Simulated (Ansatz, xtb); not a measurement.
# C2H3Mg: which of two structures lies lower

Structure X: `C=[C][MgH]`, a doublet. Structure Y: a doublet given by its coordinates. Both are isolated molecules in the gas phase, relaxed with PBE0-D3(BJ)/def2-SVP.

X (Å):

```yaml
atoms:
  - { symbol: C, position_ang: [-1.3884, 0.2153, -0.8715] }
  - { symbol: C, position_ang: [-1.3031, 1.4870, -1.2010] }
  - { symbol: Mg, position_ang: [-1.1730, 3.4430, -1.7076] }
  - { symbol: H, position_ang: [-0.5028, -0.4384, -0.7889] }
  - { symbol: H, position_ang: [-2.3510, -0.2801, -0.6565] }
  - { symbol: H, position_ang: [-1.0645, 5.0796, -2.1318] }
```

Y (Å):

```yaml
atoms:
  - { symbol: C, position_ang: [0.7252, -1.7229, 0.1681] }
  - { symbol: C, position_ang: [-0.5236, -1.5332, -0.1746] }
  - { symbol: Mg, position_ang: [-1.0466, 0.2417, 0.7934] }
  - { symbol: H, position_ang: [1.4776, -1.2130, 0.7836] }
  - { symbol: H, position_ang: [-1.2417, 1.6851, 1.6671] }
  - { symbol: H, position_ang: [-1.0728, -2.2230, -0.8322] }
```

Close contacts (Å): C1–C2 1.31, C1–Mg3 2.72, C2–Mg3 2.09, C1–H4 1.10, C2–H6 1.10, Mg3–H5 1.70.

Energies in hartree; the thermal terms are from PBE0-D3(BJ)/def2-SVP harmonic frequencies (ideal gas, rigid rotor, one conformer each, 400 K, 1 atm) and include the zero-point energy:

```
                               X           Y
E, CCSD(T)/def2-TZVP  −277.564818  −277.550029
   zero-point energy     0.032521     0.032035
        H(400 K) − E     0.041486     0.040903
        G(400 K) − E    −0.004831    −0.006930
```

Problem. Work out ΔE, ΔE₀, ΔH and ΔG for X → Y in kcal/mol (1 Eh = 627.51 kcal/mol) and the equilibrium ratio [Y]/[X].

Solution. 1. ΔE = −277.550029 − (−277.564818) = +0.014789 Eh = +9.28 kcal/mol.
2. ΔE₀ = ΔE + ΔZPE = +0.014789 + (−0.000486) Eh = +8.98 kcal/mol.
3. ΔH = ΔE + (−0.000583) Eh = +8.91 kcal/mol.
4. ΔG = ΔE + (−0.002099) Eh = +7.96 kcal/mol, so ΔS = (ΔH − ΔG)/T = +10.0 J/(mol K).
5. kT = 1.2667 mEh, so K = [Y]/[X] = exp(−ΔG/kT) = exp(−10.02) ≈ 4.5 × 10^−5.

Structure X is favoured at this temperature. An error of 1 kcal/mol in ΔG would change K by a factor of 3.5. GFN2-xTB gave ΔE the other sign. Mirror images and further conformers aren't counted.

Other levels gave ΔE = −5.3 (GFN2-xTB); +61.1 (HF/STO-3G, GFN2-xTB geometries); +6.3 (r2SCAN-D4/def2-SVP, GFN2-xTB geometries); +9.2 (PBE0-D3(BJ)/def2-SVP); +14.3 (HF/def2-TZVP); +8.3 (MP2/def2-TZVP) kcal/mol. Open shells are spin-unrestricted, with notable spin contamination. The correlated steps freeze 3 core orbitals; the last core shell of Mg is correlated, in a basis made for valence electrons. Programs: Ansatz 0.2.0, xtb 6.7.1.
